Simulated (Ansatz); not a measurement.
Reaction (SMILES): [O]O (O-OH) → [O-]O (an electron is taken up)
B3LYP-D3(BJ)/def2-TZVP geometries, fixed; electronic energies without zero-point terms; positive where energy is released.
Largest species:
```xyz
3

O      0.0587     0.7153    -0.0516
O      0.0423    -0.6096    -0.0011
H     -0.8076    -0.8455     0.4215
```
Charge 0, spin multiplicity 2.

The adiabatic electron affinity at MP2 with Ansatz (a quantum-chemistry and plane-wave program), in eV, split into its Hartree-Fock and correlation parts. Cores are frozen. Open shells are unrestricted. No added dispersion term, no relativity. Functions are those of the species that has most.

```csv
basis,X,functions,Hartree-Fock,MP2
aug-cc-pVDZ,2,55,-0.517,1.173
aug-cc-pVTZ,3,115,-0.593,1.260
aug-cc-pVQZ,4,206,-0.616,1.298
```

Worked estimate of the basis-set limit from each neighbouring pair, with Hartree-Fock from the larger set and the correlation part extrapolated as X^-3.
Correlation parts: X = 2: 1.690, X = 3: 1.853, X = 4: 1.914.
- (2,3): (27·(1.853) - 8·(1.690))/19 = 1.922; with Hartree-Fock -0.593 the estimate is 1.329 eV.
- (3,4): (64·(1.914) - 27·(1.853))/37 = 1.959; with Hartree-Fock -0.616 the estimate is 1.343 eV.
The last two estimates differ by 0.014 eV; the largest set lies 0.045 from the last. Over the last step Hartree-Fock moves by -0.023 and the correlation part by 0.061.
